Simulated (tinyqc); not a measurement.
UHF in the sto-3g basis, for BH, spin multiplicity 1, step by step. One step of it, computed by the program tinyqc.

Question. Iteration 2: building the Fock matrix. J_ij = sum D_kl (ij|kl) with D = D(alpha) + D(beta), K_ij = sum D_kl (ik|jl) for each spin; F = H + J - K(s); E = tr D H + tr D J / 2 - 0.5 sum_s tr D(s) K(s) + E_nn.

D(alpha) after iteration 1, order 1B 1s, 1B 2s, 1B 2px, 1B 2py, 1B 2pz, 2H 1s:
$$\begin{pmatrix}
1.074127 & -0.277917 & 0.006957 & 0.041339 & 0.046382 & -0.000393 \\
-0.277917 & 1.053555 & -0.025417 & -0.151035 & -0.189752 & -0.081599 \\
0.006957 & -0.025417 & 0.000871 & 0.005175 & 0.012530 & 0.013221 \\
0.041339 & -0.151035 & 0.005175 & 0.030749 & 0.074456 & 0.078562 \\
0.046382 & -0.189752 & 0.012530 & 0.074456 & 0.279758 & 0.362383 \\
-0.000393 & -0.081599 & 0.013221 & 0.078562 & 0.362383 & 0.498841
\end{pmatrix}$$

D(beta) after iteration 1, order 1B 1s, 1B 2s, 1B 2px, 1B 2py, 1B 2pz, 2H 1s:
$$\begin{pmatrix}
1.074127 & -0.277917 & -0.006957 & -0.041339 & 0.046382 & -0.000393 \\
-0.277917 & 1.053555 & 0.025417 & 0.151035 & -0.189752 & -0.081599 \\
-0.006957 & 0.025417 & 0.000871 & 0.005175 & -0.012530 & -0.013221 \\
-0.041339 & 0.151035 & 0.005175 & 0.030749 & -0.074456 & -0.078562 \\
0.046382 & -0.189752 & -0.012530 & -0.074456 & 0.279758 & 0.362383 \\
-0.000393 & -0.081599 & -0.013221 & -0.078562 & 0.362383 & 0.498841
\end{pmatrix}$$

core Hamiltonian H = T + V (hartree), order 1B 1s, 1B 2s, 1B 2px, 1B 2py, 1B 2pz, 2H 1s:
$$\begin{pmatrix}
-12.667633 & -3.280664 & 0.000000 & 0.000000 & -0.011285 & -0.386234 \\
-3.280664 & -3.755903 & 0.000000 & 0.000000 & -0.109752 & -1.043464 \\
0.000000 & 0.000000 & -2.936599 & 0.000000 & 0.000000 & 0.000000 \\
0.000000 & 0.000000 & 0.000000 & -2.936599 & 0.000000 & 0.000000 \\
-0.011285 & -0.109752 & 0.000000 & 0.000000 & -3.008950 & -1.054787 \\
-0.386234 & -1.043464 & 0.000000 & 0.000000 & -1.054787 & -2.193075
\end{pmatrix}$$

Two-electron integrals (ij|kl) in chemists' order, unique and non-zero (hartree):
```
(11|11) 2.923513   (21|11) 0.518376   (21|21) 0.109262   (22|11) 0.744229
(22|21) 0.193177   (22|22) 0.544804   (31|31) 0.020264   (32|31) 0.029996
(32|32) 0.120346   (33|11) 0.742491   (33|21) 0.193240   (33|22) 0.544682
(33|33) 0.586773   (41|41) 0.020264   (42|41) 0.029996   (42|42) 0.120346
(43|43) 0.031630   (44|11) 0.742491   (44|21) 0.193240   (44|22) 0.544682
(44|33) 0.523513   (44|44) 0.586773   (51|51) 0.020264   (52|51) 0.029996
(52|52) 0.120346   (53|53) 0.031630   (54|54) 0.031630   (55|11) 0.742491
(55|21) 0.193240   (55|22) 0.544682   (55|33) 0.523513   (55|44) 0.523513
(55|55) 0.586773   (61|11) 0.059831   (61|21) 0.012572   (61|22) 0.022328
(61|33) 0.022232   (61|44) 0.022232   (61|51) 0.000875   (61|52) 0.001632
(61|55) 0.022534   (61|61) 0.001489   (62|11) 0.169136   (62|21) 0.044728
(62|22) 0.142175   (62|33) 0.137908   (62|44) 0.137908   (62|51) 0.004861
(62|52) 0.031797   (62|55) 0.150565   (62|61) 0.005490   (62|62) 0.055419
(63|31) 0.004098   (63|32) 0.020045   (63|53) 0.005658   (63|63) 0.005451
(64|41) 0.004098   (64|42) 0.020045   (64|54) 0.005658   (64|64) 0.005451
(65|11) 0.169236   (65|21) 0.045291   (65|22) 0.151786   (65|33) 0.143949
(65|44) 0.143949   (65|51) 0.008212   (65|52) 0.050311   (65|55) 0.167285
(65|61) 0.005774   (65|62) 0.068836   (65|65) 0.089205   (66|11) 0.345151
(66|21) 0.092849   (66|22) 0.335212   (66|33) 0.316785   (66|44) 0.316785
(66|51) 0.010870   (66|52) 0.097285   (66|55) 0.371571   (66|61) 0.011509
(66|62) 0.176629   (66|65) 0.236586   (66|66) 0.774606
```

nuclear repulsion = 1.73273481 hartree

Give: Coulomb J; exchange K(alpha); exchange K(beta); F(alpha); F(beta); total energy of this density.

Answer.

Coulomb J (hartree), order 1B 1s, 1B 2s, 1B 2px, 1B 2py, 1B 2pz, 2H 1s:
$$\begin{pmatrix}
8.2691 & 1.6632 & 0.0000 & 0.0000 & 0.0022 & 0.1926 \\
1.6632 & 3.3792 & 0.0000 & 0.0000 & 0.0738 & 0.9408 \\
0.0000 & 0.0000 & 3.3337 & 0.0007 & 0.0000 & 0.0000 \\
0.0000 & 0.0000 & 0.0007 & 3.3375 & 0.0000 & 0.0000 \\
0.0022 & 0.0738 & 0.0000 & 0.0000 & 3.4534 & 1.0419 \\
0.1926 & 0.9408 & 0.0000 & 0.0000 & 1.0419 & 2.5588
\end{pmatrix}$$

exchange K(alpha) (hartree), order 1B 1s, 1B 2s, 1B 2px, 1B 2py, 1B 2pz, 2H 1s:
$$\begin{pmatrix}
2.9728 & 0.5320 & 0.0000 & -0.0001 & 0.0031 & 0.0653 \\
0.5320 & 0.6489 & -0.0133 & -0.0788 & -0.0237 & 0.2431 \\
0.0000 & -0.0133 & 0.1458 & 0.0029 & 0.0089 & 0.0023 \\
-0.0001 & -0.0788 & 0.0029 & 0.1623 & 0.0531 & 0.0137 \\
0.0031 & -0.0237 & 0.0089 & 0.0531 & 0.4546 & 0.3144 \\
0.0653 & 0.2431 & 0.0023 & 0.0137 & 0.3144 & 0.5855
\end{pmatrix}$$

exchange K(beta) (hartree), order 1B 1s, 1B 2s, 1B 2px, 1B 2py, 1B 2pz, 2H 1s:
$$\begin{pmatrix}
2.9728 & 0.5320 & 0.0000 & 0.0001 & 0.0031 & 0.0653 \\
0.5320 & 0.6489 & 0.0133 & 0.0788 & -0.0237 & 0.2431 \\
0.0000 & 0.0133 & 0.1458 & 0.0029 & -0.0089 & -0.0023 \\
0.0001 & 0.0788 & 0.0029 & 0.1623 & -0.0531 & -0.0137 \\
0.0031 & -0.0237 & -0.0089 & -0.0531 & 0.4546 & 0.3144 \\
0.0653 & 0.2431 & -0.0023 & -0.0137 & 0.3144 & 0.5855
\end{pmatrix}$$

F(alpha) (hartree), order 1B 1s, 1B 2s, 1B 2px, 1B 2py, 1B 2pz, 2H 1s:
$$\begin{pmatrix}
-7.3713 & -2.1495 & 0.0000 & 0.0001 & -0.0123 & -0.2589 \\
-2.1495 & -1.0256 & 0.0133 & 0.0788 & -0.0122 & -0.3457 \\
0.0000 & 0.0133 & 0.2514 & -0.0022 & -0.0089 & -0.0023 \\
0.0001 & 0.0788 & -0.0022 & 0.2386 & -0.0531 & -0.0137 \\
-0.0123 & -0.0122 & -0.0089 & -0.0531 & -0.0101 & -0.3272 \\
-0.2589 & -0.3457 & -0.0023 & -0.0137 & -0.3272 & -0.2198
\end{pmatrix}$$

F(beta) (hartree), order 1B 1s, 1B 2s, 1B 2px, 1B 2py, 1B 2pz, 2H 1s:
$$\begin{pmatrix}
-7.3713 & -2.1495 & 0.0000 & -0.0001 & -0.0123 & -0.2589 \\
-2.1495 & -1.0256 & -0.0133 & -0.0788 & -0.0122 & -0.3457 \\
0.0000 & -0.0133 & 0.2514 & -0.0022 & 0.0089 & 0.0023 \\
-0.0001 & -0.0788 & -0.0022 & 0.2386 & 0.0531 & 0.0137 \\
-0.0123 & -0.0122 & 0.0089 & 0.0531 & -0.0101 & -0.3272 \\
-0.2589 & -0.3457 & 0.0023 & 0.0137 & -0.3272 & -0.2198
\end{pmatrix}$$

total energy of this density = -24.709614 hartree
